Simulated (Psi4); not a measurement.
# TPSS/aug-cc-pVTZ run of OH− (hydroxide)

What is the energy change on altering one bond length of OH− (hydroxide) at TPSS/aug-cc-pVTZ? 

The calculation is run with Psi4 1.11.

2 further runs of the same task are left out: 2 set aside as unsound or not needed.

## 1. The system as given

OH− has 2 atoms, charge -1, and is taken as a singlet. As SMILES, `[OH-]`. The coordinates come from a PBE0-D4/def2-TZVPD relaxation.

Bond lengths: O1–H2 0.964 Å.

## 2. Energy and gradient at TPSS/aug-cc-pVTZ

File job.inp:

```
memory 1600 MB

molecule {
  -1 1
  O      0.411800    -0.131800     0.212500
  H     -0.411800     0.131800    -0.212500
  symmetry c1
  no_reorient
  no_com
}

set {
  reference            rks
  puream               true
  e_convergence        1e-09
  d_convergence        1e-08
  scf_type             pk
  dft_radial_points    99
  dft_spherical_points 590
}

E, wfn = gradient("tpss/aug-cc-pVTZ", return_wfn=True)
print_variables()
```

Started as:

```
$ psi4 job.inp job.out -n 1
```

job.out:

```text
[...]
  Running in c1 symmetry.
[...]
  Nuclear repulsion =    4.393567039872163
[...]
  Multiplicity = 1
[...]
  Nalpha       = 5
  Nbeta        = 5
[...]
    Number of basis functions: 69
[...]
   @RKS iter   1:   -75.42304011786592   -1.50192e-02   1.47109e-02 ADIIS/DIIS
[...]
   @RKS iter  11:   -75.83577190924009   -1.70530e-13   4.07172e-10 DIIS
[...]
    Orbital Energies [Eh]
    ---------------------
    Doubly Occupied:
       1A    -18.534430     2A     -0.536291     3A     -0.054921
       4A      0.081911     5A      0.081911
[...]
  @RKS Final Energy:   -75.83577190924009
   => Energetics <=
    Nuclear Repulsion Energy =              4.3935670398721633
    One-Electron Energy =                -116.2958088540581656
    Two-Electron Energy =                  45.1862005477888431
    DFT Exchange-Correlation Energy =      -9.1197306428429368
    Empirical Dispersion Energy =           0.0000000000000000
    VV10 Nonlocal Energy =                  0.0000000000000000
    Total Energy =                        -75.8357719092400941
[...]
 Multipole Moments:
 ------------------------------------------------------------------------------------
     Multipole            Electronic (a.u.)      Nuclear  (a.u.)        Total (a.u.)
 ------------------------------------------------------------------------------------
 L = 1.  Multiply by 2.5417464519 to convert [e a0] to [Debye]
 Dipole X            :         -6.5061016            5.4473245           -1.0587771
 Dipole Y            :          2.0823317           -1.7434613            0.3388704
 Dipole Z            :         -3.3573254            2.8109676           -0.5463578
 Magnitude           :                                                    1.2386884
[...]
  -Total Gradient:
     Atom            X                  Y                   Z
    ------   -----------------  -----------------  -----------------
       1       -0.008311921393     0.002660299270    -0.004289177504
       2        0.008311877928    -0.002660285359     0.004289155074
[...]
```

Run time: 7.8 s. Hardware: 1 thread of Intel Xeon 6975P-C (Granite Rapids), shared host; peak memory 0.83 GiB.

## 3. The distorted shape

File input.json:

```json
{
 "schema_name": "qcschema_input",
 "schema_version": 1,
 "molecule": {
  "schema_name": "qcschema_molecule",
  "schema_version": 2,
  "symbols": ["O", "H"],
  "geometry": [1.55634064, -0.49812047, 0.80311471, -0.77818922, 0.2490659, -0.4015668],
  "molecular_charge": -1,
  "molecular_multiplicity": 1,
  "fix_symmetry": "c1"
 },
 "driver": "gradient",
 "model": {
  "method": "tpss",
  "basis": "aug-cc-pVTZ"
 },
 "keywords": {
  "puream": true,
  "e_convergence": 1e-09,
  "d_convergence": 1e-08,
  "scf_type": "pk",
  "dft_radial_points": 99,
  "dft_spherical_points": 590,
  "scf_properties": ["WIBERG_LOWDIN_INDICES", "MULLIKEN_CHARGES", "LOWDIN_CHARGES"]
 }
}
```

Started as:

```
$ psi4 --qcschema input.json -n 1 --memory 1600MB
```

stdout:

```text
[...]
  Running in c1 symmetry.
[...]
  Nuclear repulsion =    2.929091603826815
[...]
  Multiplicity = 1
[...]
  Nalpha       = 5
  Nbeta        = 5
[...]
    Number of basis functions: 69
[...]
   @RKS iter   1:   -75.28170300119476   -1.68341e-03   1.50555e-02 ADIIS/DIIS
[...]
   @RKS iter  11:   -75.76322500800140   -4.20641e-12   1.80853e-09 DIIS
[...]
    Orbital Energies [Eh]
    ---------------------
    Doubly Occupied:
       1A    -18.586251     2A     -0.492920     3A     -0.037979
       4A      0.071660     5A      0.071660
[...]
  @RKS Final Energy:   -75.76322500800140
   => Energetics <=
    Nuclear Repulsion Energy =              2.9290916038268149
    One-Electron Energy =                -113.2964892557016867
    Two-Electron Energy =                  43.5771736102152829
    DFT Exchange-Correlation Energy =      -8.9730009663418073
    Empirical Dispersion Energy =           0.0000000000000000
    VV10 Nonlocal Energy =                  0.0000000000000000
    Total Energy =                        -75.7632250080013989
[...]
 Multipole Moments:
 ------------------------------------------------------------------------------------
     Multipole            Electronic (a.u.)      Nuclear  (a.u.)        Total (a.u.)
 ------------------------------------------------------------------------------------
 L = 1.  Multiply by 2.5417464519 to convert [e a0] to [Debye]
 Dipole X            :         -0.0000000            0.0000000           -0.0000000
 Dipole Y            :         -0.0000000            0.0000000           -0.0000000
 Dipole Z            :          1.2564960           -1.2742013           -0.0177053
 Magnitude           :                                                    0.0177053
[...]
  Mulliken Charges: (a.u.)
   Center  Symbol    Alpha    Beta     Spin     Total
       1     O     4.51780  4.51780  0.00000 -1.03560
       2     H     0.48220  0.48220  0.00000  0.03560
   Total alpha =  5.00000, Total beta =  5.00000, Total charge = -1.00000
  Lowdin Charges: (a.u.)
   Center  Symbol    Alpha    Beta     Spin     Total
       1     O     4.27766  4.27766  0.00000 -0.55532
       2     H     0.72234  0.72234  0.00000 -0.44468
  Total alpha =  5.00000, Total beta =  5.00000, Total charge = -1.00000
[...]
  -Total Gradient:
     Atom            X                  Y                   Z
    ------   -----------------  -----------------  -----------------
       1        0.000000000000    -0.000000000000     0.097346187488
       2       -0.000000000000     0.000000000000    -0.097346281385
[...]
```

The result, in JSON:

```text
{
 "driver": "gradient",
 "model": {
  "method": "tpss",
  "basis": "aug-cc-pVTZ"
 },
 "success": true,
 "return_result": [4.732013575197456e-14, -2.4544983520181117e-14, 0.09734618748836948, -7.756979336278853e-16, 1.5801660174786182e-15, -0.09734628138473059],
 "properties": {
  "calcinfo_nbasis": 69,
  "calcinfo_nmo": 69,
  "calcinfo_nalpha": 5,
  "calcinfo_nbeta": 5,
  "calcinfo_natom": 2,
  "nuclear_repulsion_energy": 2.929091603826815,
  "return_energy": -75.7632250080014,
  "return_gradient": [4.732013575197456e-14, -2.4544983520181117e-14, 0.09734618748836948, -7.756979336278853e-16, 1.5801660174786182e-15, -0.09734628138473059],
  "scf_one_electron_energy": -113.29648925570169,
  "scf_two_electron_energy": 43.57717361021528,
  "scf_xc_energy": -8.973000966341807,
  "scf_dipole_moment": [-3.0565433664489994e-15, -1.4909244466287033e-16, -0.01770527859071458],
  "scf_total_energy": -75.7632250080014,
  "scf_total_gradient": [4.732013575197456e-14, -2.4544983520181117e-14, 0.09734618748836948, -7.756979336278853e-16, 1.5801660174786182e-15, -0.09734628138473059],
  "scf_iterations": 11
 }
}
```

Run time: 8.1 s. Hardware: 1 thread of Intel Xeon 6975P-C (Granite Rapids), shared host; peak memory 0.83 GiB.

## 4. Results

Level: TPSS/aug-cc-pVTZ.

| quantity | value |
| --- | --- |
| first shape: total energy | -75.83577 Eh |
| first shape: HOMO energy | 2.23 eV |
| first shape: LUMO energy | 3.78 eV |
| first shape: HOMO–LUMO gap (to an unbound level, set by the basis) | 1.55 eV |
| first shape: largest force on an atom | 0.500 eV/Å |
| distorted shape: total energy | -75.76323 Eh |
| distorted shape: HOMO energy | 1.95 eV |
| distorted shape: LUMO energy | 3.50 eV |
| distorted shape: largest force on an atom | 5.006 eV/Å |
| energy change with the O1–H2 bond stretched from 0.964 to 1.445 Å | 1.974 eV |

**Reading.** With the O1–H2 bond stretched from 0.964 to 1.445 Å the energy rises by 1.97 eV (190 kJ/mol). The first shape isn't relaxed at this level, so the change isn't measured from a minimum. The largest force (first shape) is 0.50 eV/Å: the shape isn't a stationary point for this species at this level. The HOMO (first shape) lies at positive energy, 2.23 eV, as semi-local functionals often give for anions; only total energies tell whether the electron is bound. The HOMO (distorted shape) lies at positive energy, 1.95 eV, as semi-local functionals often give for anions; only total energies tell whether the electron is bound.
